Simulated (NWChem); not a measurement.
The numbers come from NWChem runs, not from measurements. System: C2H4O2, charge 1, spin multiplicity 2, at the geometry of a parent with another charge or spin, in a state set for the comparison that need not be this species' ground state. Its SCF solution wasn't tested for a lower state. Level: UMP2/def2-SVPD, 4 core orbitals frozen.

Job file:

```
start mol
memory heap 200 mb stack 900 mb global 1100 mb
charge 1
geometry units angstroms nocenter noautoz
  C      1.354571     0.352959     0.000000
  C     -0.070460    -0.138717     0.000000
  O     -0.950483     0.887043     0.000000
  O     -0.421195    -1.291453     0.000000
  H      2.039521    -0.502700     0.000000
  H      1.533675     0.981767    -0.885745
  H      1.533675     0.981767     0.885745
  H     -1.838106     0.488999     0.000000
  symmetry group Cs
end
basis spherical
  * library def2-svpd
end
scf
  uhf
  nopen 1
  maxiter 100
  thresh 1e-7
  semidirect memsize 60000000 filesize 0
  # guess.movecs holds the orbitals of an unrestricted PBE0 run
  vectors input guess.movecs output mol.movecs
end
mp2
  freeze core 4
end
task mp2 energy
```

NWChem printed:

```
             Northwest Computational Chemistry Package (NWChem) 7.3.0
             --------------------------------------------------------

                                NWChem Input Module
                                -------------------

 Scaling coordinates for geometry "geometry" by  1.889725989
 (inverse scale =  0.529177249)

 Turning off AUTOSYM since
 SYMMETRY directive was detected!

                             Geometry "geometry" -> ""
                             -------------------------

 Output coordinates in angstroms (scale by  1.889725989 to convert to a.u.)

  No.       Tag          Charge          X              Y              Z
 ---- ---------------- ---------- -------------- -------------- --------------
    1 C                    6.0000     1.35457100     0.35295900     0.00000000
    2 C                    6.0000    -0.07046000    -0.13871700     0.00000000
    3 O                    8.0000    -0.95048300     0.88704300     0.00000000
    4 O                    8.0000    -0.42119500    -1.29145300     0.00000000
    5 H                    1.0000     2.03952100    -0.50270000     0.00000000
    6 H                    1.0000     1.53367500     0.98176700    -0.88574500
    7 H                    1.0000     1.53367500     0.98176700     0.88574500
    8 H                    1.0000    -1.83810600     0.48899900     0.00000000

 Effective nuclear repulsion energy (a.u.)     121.0097903348

            Nuclear Dipole moment (a.u.)
            ----------------------------
        X                 Y               Z
 ---------------- ---------------- ----------------
     0.0000132281     0.0000094486     0.0000000000

      Symmetry information
      --------------------

 Group name             Cs
 Group number              2
 Group order               2
 No. of unique centers     7

      Symmetry unique atoms

     1    2    3    4    5    6    8


 Summary of "ao basis" -> "" (spherical)
 ------------------------------------------------------------------------------
       Tag                 Description            Shells   Functions and Types
 ---------------- ------------------------------  ------  ---------------------
 *                         def2-svpd                  on all atoms

 Summary of "ao basis" -> "ao basis" (spherical)
 ------------------------------------------------------------------------------
       Tag                 Description            Shells   Functions and Types
 ---------------- ------------------------------  ------  ---------------------
 C                         def2-svpd                 8       20   4s2p2d
 O                         def2-svpd                 9       23   4s3p2d
 H                         def2-svpd                 4        8   2s2p

                                 NWChem SCF Module
                                 -----------------

  ao basis        = "ao basis"
  functions       =   118
  atoms           =     8
  alpha electrons =    16
  beta  electrons =    15
  charge          =   1.00
  wavefunction    = UHF
  use symmetry    = T
  symmetry adapt  = T

 Summary of "ao basis" -> "ao basis" (spherical)
 ------------------------------------------------------------------------------
       Tag                 Description            Shells   Functions and Types
 ---------------- ------------------------------  ------  ---------------------
 C                         def2-svpd                 8       20   4s2p2d
 O                         def2-svpd                 9       23   4s3p2d
 H                         def2-svpd                 4        8   2s2p

      Symmetry analysis of basis
      --------------------------

        a'         80
        a"         38

 Forming initial guess at       0.0s

   Symmetry analysis of molecular orbitals - initial alpha
   -------------------------------------------------------

  Numbering of irreducible representations:

     1 a'          2 a"

  Orbital symmetries:

     1 a'          2 a'          3 a'          4 a'          5 a'
     6 a'          7 a'          8 a'          9 a'         10 a'
    11 a"         12 a'         13 a'         14 a"         15 a'
    16 a"         17 a"         18 a'         19 a'         20 a'
    21 a"         22 a'         23 a'         24 a"         25 a'
    26 a'

   Symmetry analysis of molecular orbitals - initial beta
   ------------------------------------------------------

  Numbering of irreducible representations:

     1 a'          2 a"

  Orbital symmetries:

     1 a'          2 a'          3 a'          4 a'          5 a'
     6 a'          7 a'          8 a'          9 a'         10 a"
    11 a'         12 a'         13 a'         14 a"         15 a"
    16 a'         17 a"         18 a'         19 a'         20 a'
    21 a"         22 a'         23 a'         24 a"         25 a'
    26 a'

 Starting SCF solution at       0.0s

 ----------------------------------------------
         Quadratically convergent UHF

 Convergence threshold     :          1.000E-07
 Maximum no. of iterations :          100
 Integral*density screening:          1.000E-09
 ----------------------------------------------

              iter       energy          gnorm     gmax       time
             ----- ------------------- --------- --------- --------
                 1     -227.2691214322  4.83D-01  1.02D-01      1.1
                 2     -227.2988543371  1.56D-01  2.69D-02      1.5
                 3     -227.3036760653  1.17D-02  2.36D-03      2.0
                 4     -227.3037119204  7.26D-05  2.86D-05      3.1
                 5     -227.3037119242  1.10D-08  2.86D-09      4.7
[...]
     7      0.404776  1 C  pz                47     -0.301523  3 O  pz
    95     -0.281047  6 H  s                103      0.281047  7 H  s
    10      0.266691  1 C  pz                50     -0.236248  3 O  pz

 Vector   16  Occ=0.000000D+00  E=-2.561453D-01  Symmetry=a'
              MO Center= -3.7D-01, -9.4D-01,  1.1D-12, r^2= 1.8D+00
   Bfn.  Coefficient  Atom+Function         Bfn.  Coefficient  Atom+Function
  ----- ------------  ---------------      ----- ------------  ---------------
    24      0.639446  2 C  s                 68     -0.457151  4 O  px
    71     -0.427400  4 O  px                44     -0.246809  3 O  s
    74     -0.240706  4 O  px                46      0.189262  3 O  py
    49      0.184102  3 O  py                67     -0.167391  4 O  s
     4     -0.163564  1 C  s                 43     -0.160954  3 O  s

 Vector   17  Occ=0.000000D+00  E=-1.250704D-01  Symmetry=a"
              MO Center=  6.1D-04, -1.2D-01,  7.3D-14, r^2= 2.1D+00
   Bfn.  Coefficient  Atom+Function         Bfn.  Coefficient  Atom+Function
  ----- ------------  ---------------      ----- ------------  ---------------
    30      0.585477  2 C  pz                27      0.568665  2 C  pz
    73     -0.316240  4 O  pz                70     -0.304310  4 O  pz
    50     -0.217786  3 O  pz                47     -0.212507  3 O  pz

 Vector   18  Occ=0.000000D+00  E=-8.787899D-02  Symmetry=a'
              MO Center= -8.2D-01, -1.8D-01,  6.9D-14, r^2= 8.4D+00
   Bfn.  Coefficient  Atom+Function         Bfn.  Coefficient  Atom+Function
  ----- ------------  ---------------      ----- ------------  ---------------
    24      8.906434  2 C  s                 67     -3.730989  4 O  s
    44     -2.263749  3 O  s                 88     -1.449673  5 H  s
    75     -1.132259  4 O  py                51     -1.032298  3 O  px
   112     -0.705277  8 H  s                 96     -0.571220  6 H  s
   104     -0.571220  7 H  s                 52      0.510756  3 O  py

 center of mass
 --------------
 x =  -0.10188937 y =  -0.06084373 z =   0.00000000

 moments of inertia (a.u.)
 ------------------
         160.505599081203          -7.360289292029           0.000000000000
          -7.360289292029         189.662334723128           0.000000000000
           0.000000000000           0.000000000000         338.873610668088

  Mulliken analysis of the total density
  --------------------------------------

    Atom       Charge   Shell Charges
 -----------   ------   -------------------------------------------------------
    1 C    6     5.97   1.99  0.89 -0.19  0.04  2.06  1.09  0.03  0.07
    2 C    6     5.26   1.99  0.97  0.04 -0.01  1.84  0.31  0.14 -0.01
    3 O    8     8.50   1.99  1.09  0.73  0.02  2.80  1.75  0.09  0.02  0.00
    4 O    8     8.21   1.99  1.15  0.76  0.03  2.70  1.45  0.09  0.02  0.02
    5 H    1     0.80   0.74 -0.03  0.03  0.07
    6 H    1     0.75   0.71 -0.05  0.03  0.06
    7 H    1     0.75   0.71 -0.05  0.03  0.06
    8 H    1     0.77   0.66  0.03  0.07  0.01

  Mulliken analysis of the alpha density
  --------------------------------------

    Atom       Charge   Shell Charges
 -----------   ------   -------------------------------------------------------
    1 C    6     3.03   0.99  0.45 -0.10  0.02  1.06  0.56  0.02  0.04
    2 C    6     2.53   0.99  0.47  0.02  0.00  0.87  0.11  0.08 -0.01
    3 O    8     4.28   1.00  0.55  0.36  0.00  1.43  0.88  0.05  0.01  0.00
    4 O    8     4.64   1.00  0.60  0.38  0.01  1.70  0.89  0.05  0.01  0.01
    5 H    1     0.40   0.37 -0.01  0.01  0.03
    6 H    1     0.37   0.36 -0.03  0.01  0.03
    7 H    1     0.37   0.36 -0.03  0.01  0.03
    8 H    1     0.38   0.33  0.02  0.03  0.01

   Mulliken analysis of the beta density
   -------------------------------------

    Atom       Charge   Shell Charges
 -----------   ------   -------------------------------------------------------
    1 C    6     2.94   0.99  0.44 -0.09  0.02  1.00  0.53  0.02  0.03
    2 C    6     2.74   0.99  0.50  0.02 -0.01  0.97  0.20  0.06  0.00
    3 O    8     4.22   1.00  0.54  0.37  0.02  1.37  0.87  0.05  0.01  0.00
    4 O    8     3.57   1.00  0.55  0.38  0.02  1.00  0.56  0.03  0.01  0.02
    5 H    1     0.40   0.37 -0.02  0.01  0.03
    6 H    1     0.38   0.36 -0.02  0.01  0.03
    7 H    1     0.38   0.36 -0.02  0.01  0.03
    8 H    1     0.39   0.33  0.01  0.03  0.01

   Mulliken analysis of the spin density
   -------------------------------------

    Atom       Charge   Shell Charges
 -----------   ------   -------------------------------------------------------
    1 C    6     0.09   0.00  0.01 -0.01  0.00  0.06  0.02  0.00  0.01
    2 C    6    -0.21  -0.00 -0.03 -0.00  0.02 -0.10 -0.09  0.02 -0.02
    3 O    8     0.06  -0.00  0.00 -0.01 -0.02  0.07  0.02 -0.00 -0.00 -0.00
    4 O    8     1.07  -0.00  0.04 -0.01 -0.01  0.70  0.32  0.02 -0.00 -0.01
    5 H    1     0.00  -0.00  0.00  0.00  0.00
    6 H    1    -0.00   0.00 -0.00  0.00 -0.00
    7 H    1    -0.00   0.00 -0.00  0.00 -0.00
    8 H    1    -0.00  -0.00  0.00 -0.00 -0.00

       Multipole analysis of the density wrt the origin
       ------------------------------------------------

     L   x y z        total         alpha         beta         nuclear
     -   - - -        -----         -----         ----         -------
     0   0 0 0      1.000000    -16.000000    -15.000000     32.000000

     1   1 0 0     -0.012964      0.347841     -0.360818      0.000013
     1   0 1 0     -0.127039      0.985033     -1.112081      0.000009
     1   0 0 1      0.000000      0.000000      0.000000      0.000000

     2   2 0 0     -7.812557    -61.907079    -59.922941    114.017463
     2   1 1 0      0.770707     -3.307294     -1.711730      5.789731
     2   1 0 1      0.000000     -0.000000      0.000000      0.000000
     2   0 2 0    -15.458141    -51.718656    -45.588507     81.849023
     2   0 1 1     -0.000000     -0.000000     -0.000000      0.000000
     2   0 0 2    -15.405487    -10.574119    -10.434683      5.603316

                   NWChem MP2 Semi-direct Energy/Gradient Module
                   ---------------------------------------------

  Basis functions       =    118
  Molecular orbitals    =    118
  Frozen core           =      4
  Frozen virtuals       =      0
  Active alpha occupied =     12
  Active beta occupied  =     11
  Active alpha virtual  =    102
  Active beta virtual   =    103
  Use MO symmetry       = T
  Use skeleton AO sym   = T

  AO/Fock/Back tols     =   1.0D-09  1.0D-09  1.0D-09

 GA uses MA = F    GA memory limited = T

 Available:
  local mem=  1.26D+08
 global mem=  1.44D+08
 local disk=  0.00D+00
  mp2_memr nvloc                   102
  nvloc new                   102
   1 passes of  12:        3145728                      59616                  29180048.
   1 passes of  12: M    126153051           G      144151352           F     123007323.

 Semi-direct pass number   1 of   1  for UHF alpha       at        4.8s
  vrange nnbf                  7006
  mp2_eaftype                   111  avail_ma_in_mb                  1099
 EAF : mp2_eaftype filesize         111   14590024.
  mp2_eaf for mointskh                    111
Node 0 wrote     68.6 Mb in      0.1 s     Agg I/O rate:   693.8 Mb/s
 Done moints_semi at        7.0s
  mp2_eaftype                   111  avail_ma_in_mb                   988
 EAF : mp2_eaftype filesize         111   14590024.
  mp2_eaf for kh                   111
 Done maket at        7.2s
 Done multipass loop at        7.2s

 GA uses MA = F    GA memory limited = T

 Available:
  local mem=  1.26D+08
 global mem=  1.44D+08
 local disk=  0.00D+00
  mp2_memr nvloc                   103
  nvloc new                   103
   1 passes of  11:        3145728                      57296                  27012391.
   1 passes of  11: M    126153051           G      144151352           F     123007323.

 Semi-direct pass number   1 of   1  for UHF beta        at        7.3s
  vrange nnbf                  7006
  mp2_eaftype                   103  avail_ma_in_mb                  1099
 EAF : mp2_eaftype filesize         103   13506196.
  mp2_eaf for mointskh                    103
Node 0 wrote     63.5 Mb in      0.0 s     Agg I/O rate:  2151.5 Mb/s
 Done moints_semi at        9.4s
  mp2_eaftype                   103  avail_ma_in_mb                   996
 EAF : mp2_eaftype filesize         103   13506196.
  mp2_eaf for kh                   103
 Done maket at        9.6s
 Done multipass loop at        9.6s

          -------------------------------------------
          SCF energy                -227.303711924158
          Correlation energy          -0.605714140011
          Singlet pairs                0.000000000000
          Triplet pairs                0.000000000000
          Total MP2 energy          -227.909426064169
          -------------------------------------------

          ---------------------------------------------------
                    Spin Component Scaled (SCS) MP2
          Same spin pairs                     -0.154487086508
          Same spin scaling factor             0.333333333333
          Opposite spin pairs                 -0.451227053503
          Opposite spin scaling fact.          1.200000000000
          SCS-MP2 correlation energy          -0.592968159707
          Total SCS-MP2 energy              -227.896680083864
          ---------------------------------------------------

 -----------------------
 Performance information
 -----------------------

 Timer overhead =  1.02D-07 seconds/call

               Nr. of calls         CPU time (s)                 Wall time (s)                GFlops
             ---------------    -------------------     ------------------------------   -------------------
Name         Min   Avg   Max    Min     Avg     Max     Min     Avg     Max   Mx/calls   Min     Max     Sum
mp2: moin     2     2     2    4.4     4.4     4.4      4.4     4.4     4.4     2.2      0.0     0.0     0.0
mp2: make     2     2     2   0.40    0.40    0.40     0.40    0.40    0.40    0.20      0.0     0.0     0.0
mp2: tota     1     1     1    4.8     4.8     4.8      4.8     4.8     4.8     4.8      0.0     0.0     0.0

 The average no. of pstat calls per process was 5.00D+00
 with a timing overhead of 5.08D-07s

 Task  times  cpu:        9.6s     wall:        9.6s

 Total times  cpu:        9.6s     wall:        9.6s
```
